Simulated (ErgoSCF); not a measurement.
**C2N2 (bisisocyanide) at 6 levels**

We compute a comparison of 6 runs (HF/3-21G, HF/def2-SVP, PBE/3-21G, B3LYP/6-31G*, CAM-B3LYP/6-31G**, PBE0/def2-SVP) of C2N2 (bisisocyanide). 

Program for the calculation: ErgoSCF 3.8.

### Step 1. Starting point

C2N2: 4 atoms, total charge 0, spin state singlet. SMILES: `[C-]#[N+][N+]#[C-]`. Geometry: relaxed at GFN2-xTB.

Bond lengths: C1–N2 1.168 Å, N2–N3 1.267 Å, N3–C4 1.168 Å. Angles: C1–N2–N3 180.0°, N2–N3–C4 180.0°.

### Step 2. A single-point energy at HF/3-21G (run 1)

Contents of job.ego:

```
# single point, C2N2
set_nthreads(1)
molecule_inline
C  -1.15233609 3.16357161 0.49973807
N  -0.40508169 1.11234949 0.17559335
N  0.40470375 -1.11248177 -0.17574453
C  1.15269514 -3.16345822 -0.49958690
EOF
scf.use_diagonalization = 1
spin_polarization = 0
charge = 0
basis = "3-21G"
scf.max_number_of_iterations = 120
tmpdir = "."
scf.output_mulliken_pop = 1
run "HF"
```

The basis set 3-21G is read from a file made from the Basis Set Exchange's data (not shown).

Started as:

```
$ ergo < job.ego
```

What it wrote:

```text
[...]
INSC SCF_general constructor, number of basis functions: 36
[...]
INSC Energy   1 =       -110.77979037129
[...]
INDE E_LUMO =          0.10832017678
[...]
INSC Energy  12 =       -183.44736829390  ( diff     -0.000000000001137 )
[...]
RESC CONVERGED after  12 iterations.
RESC FINAL ENERGY:       -183.44736829390
[...]
INSC SCF: dipole_moment_x [atomic units] =      -0.00002384
INSC SCF: dipole_moment_y [atomic units] =       0.00001697
INSC SCF: dipole_moment_z [atomic units] =      -0.00000294
[...]
```

It took 0.99 s on 1 thread of Intel Xeon 6975P-C (Granite Rapids), shared host; peak memory 0.26 GiB.

### Step 3. A single-point energy at HF/def2-SVP (run 2)

Contents of job.ego:

```
set_nthreads("env")
basis = "def2-SVP"
charge = 0
scf.max_number_of_iterations = 120
scf.output_mulliken_pop = 1
tmpdir = "."
scf.use_diagonalization = 1
molecule_inline Angstrom
C     -0.609790     1.674090     0.264450
N     -0.214360     0.588630     0.092920
N      0.214160    -0.588700    -0.093000
C      0.609980    -1.674030    -0.264370
EOF
run "HF"
```

The basis set def2-SVP is read from a file made from the Basis Set Exchange's data (not shown).

Started as:

```
$ ergo < job.ego
```

What it wrote:

```text
[...]
INSC SCF_general constructor, number of basis functions: 56
[...]
INSC Energy   1 =        -75.15024319342
[...]
INDE E_LUMO =          0.09177429060
[...]
INSC Energy  16 =       -184.34245355910  ( diff     -0.000000000000853 )
[...]
RESC CONVERGED after  16 iterations.
RESC FINAL ENERGY:       -184.34245355910
[...]
INSC SCF: dipole_moment_x [atomic units] =      -0.00006864
INSC SCF: dipole_moment_y [atomic units] =       0.00000738
INSC SCF: dipole_moment_z [atomic units] =      -0.00001986
[...]
```

It took 7.2 s on 1 thread of Intel Xeon 6975P-C (Granite Rapids), shared host; peak memory 0.26 GiB.

Runs 3 to 5 aren't shown in full; the table further down has their settings and results.

### Step 4. The energy at PBE0/def2-SVP (run 6)

Contents of input.ego:

```
set_nthreads("env")
molecule_inline Angstrom
C  -0.609790 1.674090 0.264450
N  -0.214360 0.588630 0.092920
N  0.214160 -0.588700 -0.093000
C  0.609980 -1.674030 -0.264370
EOF
XC.sparse_mode = 0
tmpdir = "."
XC.angint = 41
basis = "def2-SVP"
scf.use_diagonalization = 1
scf.output_mulliken_pop = 1
scf.max_number_of_iterations = 120
XC.radint = 1e-11
run "PBE0"
```

The basis set def2-SVP is read from a file made from the Basis Set Exchange's data (not shown).

Started as:

```
$ ergo < input.ego
```

What it wrote:

```text
[...]
INDF Weighted mixed functional:
[...]
INSC Energy   1 =        -80.77031838565
[...]
INDE E_LUMO =         -0.06590252889
[...]
INSC Energy  31 =       -185.18673103144  ( diff     -0.000000000002444 )
[...]
RESC CONVERGED after  31 iterations.
RESC FINAL ENERGY:       -185.18673103144
[...]
INSC SCF: dipole_moment_x [atomic units] =      -0.00011852
INSC SCF: dipole_moment_y [atomic units] =      -0.00001360
INSC SCF: dipole_moment_z [atomic units] =      -0.00004152
[...]
```

Run time: 17 s. Hardware: 1 thread of Intel Xeon 6975P-C (Granite Rapids), shared host; peak memory 0.26 GiB.

### Step 5. The series

```csv
run,level,integration grid,radint,angular grid order,energy (Eh),dipole moment (D),wall time
1,HF/3-21G,–,–,–,-183.447368,0.00,0.99 s
2,HF/def2-SVP,–,–,–,-184.342454,0.00,7.2 s
3,PBE/3-21G,Turbo,1e-11,41,-184.290256,0.00,3.9 s
4,B3LYP/6-31G* (spherical functions),Turbo,1e-11,41,-185.535053,0.00,18 s
5,CAM-B3LYP/6-31G** (spherical functions),Turbo,1e-11,41,-185.444557,0.00,14 s
6,PBE0/def2-SVP,Turbo,1e-11,41,-185.186731,0.00,17 s
```

### Step 6. Outcome

| quantity | value |
| --- | --- |
| run 6: total energy | -185.18673 Eh |
| run 6: dipole moment | 0.00 D |

**Reading.** Totals of different functionals can't be ranked against each other. All runs together took 62 s, the longest 18 s.
